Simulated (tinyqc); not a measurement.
Geometry optimisation on the UHF/sto-6g surface (energies and gradients from PySCF), for NH3+, spin multiplicity 2, step by step. Computed by tinyqc, a small Python program that keeps every step (integrals from PySCF). Settings: charge = 1, multiplicity = 2, basis = sto-6g, optimiser = sd, first Hessian = 0.6, largest step = 0.1, iteration cap = 30. Command: `OMP_NUM_THREADS=1 python tinyqc.py 27681 27682 out.jsonl` (the two numbers bound the seeds that draw the settings). One thread of a shared host (Intel(R) Xeon(R) Processor @ 2.60GHz), about 6 s of CPU time with the checks.

## Step 1: energy and gradient

positions at the start (bohr):
```
            x          y          z
1N   0.001890  -0.109604   0.600933
2H   1.768784  -0.141729   0.058582
3H  -0.814472   1.390838  -0.071810
4H  -0.939194  -1.405956  -0.037795
```

Self-consistent energy and analytic gradient at these positions.

energy = -55.67329925 hartree

gradient (hartree/bohr):
```
              x            y            z
1N  -0.05858008  -0.08541866  -0.05863924
2H  -0.09957968   0.00771283   0.00205516
3H   0.04624633  -0.10415402   0.00827585
4H   0.11191342   0.18185984   0.04830823
```

## Step 1: move

Steepest descent, p = -g / 0.6; steps longer than 0.1 bohr are cut back (factor 0.206 here).

positions after step 1 (bohr):
```
            x          y          z
1N   0.021967  -0.080329   0.621030
2H   1.802913  -0.144373   0.057877
3H  -0.830322   1.426535  -0.074646
4H  -0.977550  -1.468285  -0.054351
```

## Step 2: energy and gradient

As before.

energy = -55.69530719 hartree

gradient (hartree/bohr):
```
              x            y            z
1N  -0.00284445  -0.01844546  -0.00872176
2H  -0.08473356   0.00563097  -0.00129811
3H   0.03483137  -0.08502024   0.00128634
4H   0.05274664   0.09783473   0.00873353
```

## Step 2: move

Steepest descent, p = -g / 0.6; steps longer than 0.1 bohr are cut back (factor 0.355 here).

positions after step 2 (bohr):
```
            x          y          z
1N   0.023651  -0.069405   0.626196
2H   1.853095  -0.147708   0.058646
3H  -0.850950   1.476887  -0.075408
4H  -1.008788  -1.526226  -0.059523
```

## Convergence

Stop when the largest gradient component is below 3e-5 hartree/bohr.

Course of the optimisation:
```
step   E (hartree)  largest gradient (hartree/bohr)
1     -55.67329925                         1.82e-01
2     -55.69530719                         9.78e-02
3     -55.70850416                         5.80e-02
4     -55.71719642                         4.27e-02
5     -55.72380718                         4.03e-02
6     -55.72873849                         3.24e-02
7     -55.73157770                         2.63e-02
8     -55.73330805                         2.14e-02
9     -55.73441252                         1.79e-02
10    -55.73514386                         1.48e-02
11    -55.73564130                         1.28e-02
12    -55.73598524                         1.05e-02
13    -55.73622321                         9.40e-03
14    -55.73638317                         8.10e-03
15    -55.73647915                         1.07e-02
16    -55.73651420                         1.42e-02
17    -55.73647754                         1.87e-02
18    -55.73634357                         2.48e-02
19    -55.73605504                         3.28e-02
20    -55.73552493                         4.29e-02
21    -55.73469062                         5.53e-02
22    -55.73555195                         4.38e-02
23    -55.73471658                         5.70e-02
24    -55.73556714                         4.47e-02
25    -55.73473134                         5.87e-02
26    -55.73557554                         4.55e-02
27    -55.73473939                         6.03e-02
28    -55.73557993                         4.62e-02
29    -55.73475969                         6.14e-02
30    -55.73556988                         4.69e-02
```

Distances after the last move, whose energy is not in the table (angstrom):
```
pair   distance
2H-1N  1.020309
3H-1N  1.064104
3H-2H  1.821238
4H-1N  1.084154
4H-2H  1.826611
4H-3H  1.839408
```

Not converged within 30 steps: the energy rises at some steps, so steps overshoot. Reruns: method bfgs, first Hessian 0.6, largest step 0.3: converged in 13 (E = -55.73694).
